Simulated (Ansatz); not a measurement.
in.yaml

```yaml
crystal:
  periodic: [false, false, false]
  atoms:
    - {symbol: P, position_ang: [0.000000, 0.031031, 0.555454]}
    - {symbol: Li, position_ang: [0.000000, -0.001264, -2.927981]}
    - {symbol: H, position_ang: [0.000000, 0.572881, 2.086698]}
    - {symbol: H, position_ang: [0.000000, -1.517753, 1.007349]}
basis:
  gaussian: {orbitals: def2-mTZVP}
magnetization: {spin_polarized: false, initial_magnetization: 2}
hamiltonian: {xc: {name: B3LYP}}
correlation: {method: ccsdt_q, electrons: outside_noble_gas}
scf: {lower_state_search: light}
```

```sh
$ ansatz run in.yaml --threads 1 --pin off --events-out ev --progress --plain --max-ram 2393MiB
```

Output:

```
580 factors; integrals over basis functions are off by at most 2.0e-7 eV
mean field evaluation 1: about -9523.4742 eV, gradient 6.8e0 eV
mean field evaluation 2: about -9523.5047 eV, gradient 6.8e0 eV
mean field evaluation 4: about -9523.9743 eV, gradient 9.2e-1 eV
mean field evaluation 8: about -9523.9826 eV, gradient 9.2e-2 eV
mean field evaluation 16: about -9523.9827 eV, gradient 1.6e-4 eV
mean field -9523.98266447 eV, -349.9999073319 hartree, gradient 2.1e-6 eV, S^2 2.000000; 0 other end points of the search recorded, 0 dependent functions left out
mean field evaluation 32: about -9504.1965 eV, gradient 1.5e-4 eV
6 core orbitals not correlated: weight in the atoms' cores, before any rotation towards them, 1.000 or more for the frozen orbitals, at most 0.000 for the correlated occupied ones
reference -9503.75671272 eV, -349.2566173149 hartree; 5, 3 occupied and 25, 27 virtual orbitals, 580 factors
second order -2.78042090 eV of doubles, -0.23037176 eV of singles
cycle   1  -3.42248236 eV  change   -4.2e-1 eV  update   6.8e-2
cycle   2  -3.70481526 eV  change   -2.8e-1 eV  update   3.2e-2
cycle   3  -3.77849203 eV  change   -7.4e-2 eV  update   1.2e-2
cycle   4  -3.78151099 eV  change   -3.0e-3 eV  update   5.4e-3
cycle   5  -3.78182850 eV  change   -3.2e-4 eV  update   2.2e-3
cycle   6  -3.78186475 eV  change   -3.6e-5 eV  update   1.2e-3
cycle   7  -3.78214592 eV  change   -2.8e-4 eV  update   5.4e-4
cycle   8  -3.78256497 eV  change   -4.2e-4 eV  update   2.8e-4
cycle   9  -3.78255986 eV  change    5.1e-6 eV  update   1.3e-4
cycle  10  -3.78246920 eV  change    9.1e-5 eV  update   5.5e-5
cycle  11  -3.78251052 eV  change   -4.1e-5 eV  update   2.3e-5
cycle  12  -3.78251257 eV  change   -2.1e-6 eV  update   1.2e-5
cycle  13  -3.78252262 eV  change   -1.0e-5 eV  update   6.5e-6
cycle  14  -3.78252263 eV  change   -1.2e-8 eV  update   3.2e-6
cycle  15  -3.78252059 eV  change    2.0e-6 eV  update   1.5e-6
cycle  16  -3.78252028 eV  change    3.2e-7 eV  update   7.6e-7
perturbative correction -0.00251108 eV, -0.0000922804 hartree
Total energy: -9507.54174408 eV, -349.3957146516 hartree
```

Ran on 1 thread of AMD EPYC 9B45, shared host: 4.9 s wall, 0.21 GiB peak host memory.
